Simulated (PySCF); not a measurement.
Potential energy curve for OH, doublet.

Calculation: CCSD(T) on UHF/cc-pVTZ, 1 core orbital frozen (PySCF).

Q: Relative to R = 0.97 Å, what are the energies at R = 0.88, 1.07, 1.14, 1.31 Å?

A: 9.3 mEh at 0.88 Å, 7.0 mEh at 1.07 Å, 17.7 mEh at 1.14 Å, 51.2 mEh at 1.31 Å.

The scan ran from 0.73 to 3.92 Å; beyond the distances shown one of the unrestricted levels run for this scan, shown here or not, changes its spin distribution in one step. The unrestricted determinant behind UCCSD(T) is spin-contaminated at 1.31 Å (<S²> up to 0.9, against 0.75 for a pure doublet).
